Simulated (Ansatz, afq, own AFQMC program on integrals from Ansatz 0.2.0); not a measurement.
AFQMC on a folder of integrals that Ansatz 0.2.0 wrote.

```yaml
crystal:
  periodic: [false, false, false]
  atoms:
    - {symbol: Si, position_ang: [0.000000, 0.000000, 1.376694]}
    - {symbol: C, position_ang: [0.000000, 0.000000, -3.596306]}
    - {symbol: H, position_ang: [0.000000, 1.212489, 2.246670]}
    - {symbol: H, position_ang: [0.000000, -1.212489, 2.246670]}
basis:
  gaussian: {orbitals: cc-pVDZ}
magnetization: {spin_polarized: false, initial_magnetization: 2}
correlation: {method: ccsd_t, electrons: outside_noble_gas, hamiltonian_folder: ham}
```

```sh
$ ansatz run in.yaml --threads 1 --pin off --events-out ev --progress --plain --max-ram 1382MiB
```

afq runs on the folder ham with

```
--method phaseless --trial cisd --walkers 60 --populations 1 --least-time 40 --time-step 0.005 --steps-per-block 50 --equilibration-blocks 40 --max-blocks 300 --target-error 0.00076 --factor-cut 1e-05 --start spin_pure --seed 5312 --release-times 0.24,0.51,0.99,1.62,2.4 --release-step 0.03 --release-every 4 --taylor-order 6
```

Times are imaginary, in 1/Eh. The walk had a cap of 1086 s.

Output of the walk:

```
orbitals 36  electrons 6 4  factors 232 of 404
reference energy -327.69501958 Eh
CCSD correlation -0.19307886 Eh in 12 cycles, weight of the determinant in the CISD state 0.8700
energy of the start -327.888098 Eh
 block  time / (1/Eh)  mean weight  energy / Eh
     1     0.250  0.9996  -327.885239
     2     0.500  1.0011  -327.885563
     3     0.750  1.0003  -327.885845
     4     1.000  1.0018  -327.888233
     5     1.250  1.0013  -327.889840
     9     2.250  0.9983  -327.886788
    21     5.250  1.0028  -327.890637
    41    10.250  0.9998  -327.875870
    61    15.250  1.0005  -327.887257
    81    20.250  0.9990  -327.889230
    91    22.750  0.9984  -327.896814
   101    25.250  0.9994  -327.886953
   121    30.250  0.9995  -327.894925
   141    35.250  1.0003  -327.891741
   161    40.250  0.9989  -327.895021
   181    45.250  1.0007  -327.889694
   196    49.000  0.9998  -327.889298
blocks merged  error / Eh  count
     1  0.000229  160
     2  0.000278  80
     4  0.000330  40
     8  0.000361  20
    16  0.000390  10
released: time / (1/Eh)  energy / Eh  error  mean overlap
  0.24  -327.891202  0.000348  1.0105
  0.51  -327.891164  0.000319  1.0290
  0.99  -327.891389  0.000354  1.0158
  1.62  -327.892392  0.000477  1.0041
  2.40  -327.892103  0.000610  0.9846
energy -327.891103 +/- 0.000361 Eh
(rows thinned)
```

The run passed its tests (sampling time, drift between the halves within three errors, error under three times the target), which doesn't prove that it has relaxed.

Against this walk (error 9.8 meV) on the same determinant: CCSD(T) 6.0 meV lower (within the noise), CCSDT(Q) 34.7 meV lower. The error is statistical and leaves out the bias of the constraint. Released to 2.40 1/Eh the energy moves by -27 ± 19 meV (both errors), within twice the noise. CCSDT(Q) is the surest value here, so the walk's 35 meV above it is most likely the bias of the constraint with this trial, which can have either sign.

Cautions: constraint bias not in the error; lower spins were not checked; higher spins were not checked; a spin-contaminated unrestricted determinant lies lower (UHF 329 meV lower, ⟨S²⟩ 2.57).

The walk took 5.9 min on 1 thread of Intel(R) Xeon(R) Platinum 8259CL CPU @ 2.50GHz (Skylake/Cascade Lake), on a shared host. The log's last line is the phaseless energy.

CCSDT and higher add their correlation energy to the determinant of the CCSD(T) run, since their own runs factorise the integrals more tightly (a shift of under 2 meV). A walk keeps the symmetry of its determinant, which the program's search chose and which needn't be the lowest solution, so a lower state of the same spin and another symmetry isn't excluded.
